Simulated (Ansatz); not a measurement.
A made-up structure of CH₃OSi (charge -1), singlet:

O1  (-1.041, -0.453, 0.063)
C2  (0.204, 0.109, -0.359)
Si3  (1.273, 0.534, 0.511)
H4  (-1.339, -0.567, -0.665)
H5  (0.498, 0.288, -1.389)
H6  (0.404, 0.089, 1.840)
(Å)

It is relaxed with PBE-D4/def2-SVPD and then PBE0-D4/def2-TZVPD (Ansatz 0.2.0). Atoms count as bonded within 1.22 times the sum of their covalent radii (H–H: 0.88 Å). The end point is not checked to be a true minimum.

Problem. Does its bonding change? (A judgement: the text doesn't fix the answer.)

Solution. By the calculation: No: no bond forms or breaks.

Where it ends: The first stage lowers the energy by 4.45 eV in 9 steps. It ends as CH₃OSi ([OH][CH][SiH]), total charge -1:
| atom | x (Å) | y (Å) | z (Å) |
| --- | --- | --- | --- |
| O1 | -1.1020 | -0.4695 | -0.1049 |
| C2 | 0.1678 | 0.0915 | -0.3586 |
| Si3 | 1.4318 | 0.5886 | 0.7712 |
| H4 | -1.5239 | -0.6315 | -0.9512 |
| H5 | 0.3371 | 0.2155 | -1.4357 |
| H6 | 0.6893 | 0.2055 | 2.0792 |

Labels in which every atom is bracketed show which atoms are joined, not bond orders.

For scale, one of the runs: PBE0-D4/def2-TZVPD relaxation, 147 basis functions, launched by `ansatz run in.yaml --threads 2 --pin off --events-out ev --progress --plain --max-ram 4352MiB`. Hardware: 2 CPU threads of an Arm Neoverse V2, shared host. Wall time about 17 s.
